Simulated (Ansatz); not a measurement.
Relaxation of CH₇N₃O (12 atoms, charge 0, multiplicity 1), to a largest force component of 0.015 eV/Å in at most 40 steps.

All numbers below come from RKS revPBE-D4/6-31G* (Ansatz 0.2.0).

```xyz
12
Properties=species:S:1:pos:R:3:forces:R:3
N -1.133 0.121 -0.530 -6.04 2.67 -3.52
C 0.074 0.145 0.050 3.09 -0.61 -0.21
N -0.025 -0.705 1.130 2.48 1.49 5.95
N 1.030 -0.421 -0.861 -1.29 -0.93 -2.85
O 0.488 1.396 0.380 1.16 2.49 1.53
H -1.732 0.829 0.014 0.27 -1.48 -0.44
H -1.022 0.655 -1.420 -0.28 -0.48 -0.27
H -0.672 -1.367 0.895 -2.45 -2.67 -0.51
H -0.392 -0.140 1.938 0.22 -0.82 -0.43
H 1.696 -0.823 -0.252 1.56 -0.75 0.90
H 0.457 -1.250 -1.186 1.13 0.45 -0.16
H -0.243 1.960 0.089 0.16 0.64 0.02
```

**Question.** Where does it end, and by what steps?

**Answer.** It converged. After 12 steps the energy has fallen by 1.697 eV; H12 moved furthest, 1.03 Å.

| step | energy less start (eV) | largest force component (eV/Å) | accepted |
| --- | --- | --- | --- |
| 0 | 0.0000 | 6.037 | yes |
| 1 | -1.2583 | 2.034 | yes |
| 2 | -1.4927 | 0.760 | yes |
| 3 | -1.5673 | 0.588 | yes |
| 4 | -1.4500 | 2.432 | no |
| 5 | -1.6022 | 0.476 | yes |
| 6 | -1.6307 | 0.566 | yes |
| 7 | -1.6712 | 0.285 | yes |
| 8 | -1.6924 | 0.139 | yes |
| 9 | -1.6952 | 0.087 | yes |
| 10 | -1.6966 | 0.036 | yes |
| 11 | -1.6967 | 0.016 | yes |
| 12 | -1.6967 | 0.005 | yes |

```xyz
12
Properties=species:S:1:pos:R:3
N -1.330 0.091 -0.626
C -0.046 0.126 0.091
N -0.088 -0.722 1.286
N 0.967 -0.281 -0.886
O 0.324 1.419 0.589
H -2.021 0.569 -0.034
H -1.239 0.665 -1.475
H -0.771 -1.469 1.115
H -0.441 -0.163 2.071
H 1.797 -0.555 -0.346
H 0.635 -1.132 -1.355
H 0.740 1.855 -0.184
```

The run took 41 s on 1 thread of Arm Neoverse V2, on a shared host, peak memory 0.18 GiB.
